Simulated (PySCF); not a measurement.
## How methods differ on the ionisation energy of Cl

Cl [Ne] 3s2 3p5 (2P) → Cl⁺ [Ne] 3s2 3p4 (3P), as a difference of total energies. All numbers are calculated (PySCF 2.14, the non-relativistic Hamiltonian (point nucleus), in aug-cc-pwCVDZ). Correlated levels: valence: [Ne] frozen; valence and next inner shell: 1s2 frozen; nothing frozen. The calculations carry no spin-orbit coupling.

```csv
method,ionisation energy (eV),error (eV)
UHF,11.821,-1.153
LDA,13.243,+0.269
PBE,13.012,+0.038
PBE0,12.999,+0.025
r2SCAN,13.058,+0.084
PW91,13.068,+0.094
M06-L,13.036,+0.062
wB97M-V,13.016,+0.042
PBEsol,12.995,+0.021
MP2 (valence),12.614,-0.360
SCS-MP2 (valence),12.591,-0.383
MP2 (valence and next inner shell),12.621,-0.353
SCS-MP2 (valence and next inner shell),12.593,-0.381
MP2 (all electrons),12.621,-0.353
SCS-MP2 (all electrons),12.593,-0.381
```

Reference: 12.974 eV (measured; NIST levels, between the centres of gravity of the two terms).

Errors of the correlated levels include the incompleteness of this basis and the frozen core.
